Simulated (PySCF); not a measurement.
Si2N, optimised at PBE0/def2-TZVP:

```xyz
3

Si     0.9813     0.9534    -0.8831
N      0.0000     0.0000     0.0000
Si    -0.9813    -0.9534     0.8831
```

Energies from PySCF (xtb for GFN2), thermal terms from the rigid-rotor harmonic-oscillator model, ideal gas at 1 bar. 6-31G* has spherical d functions here. Open shells (unrestricted): Si2N (multiplicity 2). GFN2 has no spin-polarisation term. Spin-orbit splitting is ignored; it lowers the true energy and changes the entropy of Si2N. B3LYP is the form with VWN-RPA correlation.

### Question
List the harmonic frequencies (cm⁻¹, unscaled) at this level and at the other levels, each on its own geometry.

### Answer
- PBE0/def2-TZVP: 141, 241, 627, 1076
- B3LYP/6-31G*: 193, 268, 614, 1067
- GFN2-xTB: 128, 128, 673, 1202
- PBE/def2-SVP: 157, 239, 594, 1084
